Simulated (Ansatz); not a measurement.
**Ligand exchange: C2H6O + SiH3(SH) → C2H6S + SiH3(OH)**

Species: C2H6O (ethanol) `CCO`, singlet; SiH3(SH) (sulfanylsilane), singlet; C2H6S (ethanethiol) `CCS`, singlet; SiH3(OH) (silanol), singlet. The partners trade OH for SH: C–OH and Si–SH bonds give way to C–SH and Si–OH.

Shapes, held fixed at every level: PBE0-D4/def2-TZVP. Flexible molecules stand in one conformer, not always the lowest. Programs: Ansatz 0.2.0. The zero-point and thermal change to 298 K, harmonic and unscaled (PBE0-D4/def2-TZVP), is -1.8 kJ/mol.

(1) Estimate ΔH(298 K) of this reaction.

## Answers

(1) The highest level, CCSD(T)/CBS estimate, gives ΔH(298 K) = -68.5 kJ/mol; the levels span -73.4 to -46.0. The column of differences is taken from that level and isn't an error. No measured value is set beside it here. The CBS estimate extrapolates MP2 from def2-TZVPP and def2-QZVPP and adds CCSD(T) − MP2 in the triple-zeta set, cores frozen. Times are processor times on shared x86 and Arm servers, and rough.

```
               level                    kind  ΔH(298 K) (kJ/mol)  less CCSD(T)/CBS estimate  CPU time (sum over the molecules)
         HF/def2-SVP            Hartree–Fock               -46.0                      +22.5                                  –
    SPW92/def2-TZVPP                     LDA               -55.4                      +13.1                               11 s
r2SCAN-D4/def2-TZVPP                meta-GGA               -61.8                       +6.7                               25 s
  wB97M-V/def2-TZVPP  range-separated hybrid               -64.8                       +3.7                               53 s
  wB97X-V/def2-TZVPP  range-separated hybrid               -62.4                       +6.1                               41 s
      MP2/def2-TZVPP     perturbation theory               -73.4                       -4.9                                  –
    CCSD(T)/def2-SVP   coupled cluster or CI               -49.8                      +18.7                               10 s
CCSD(T)/CBS estimate   coupled cluster or CI               -68.5                        0.0                            3.9 min
```
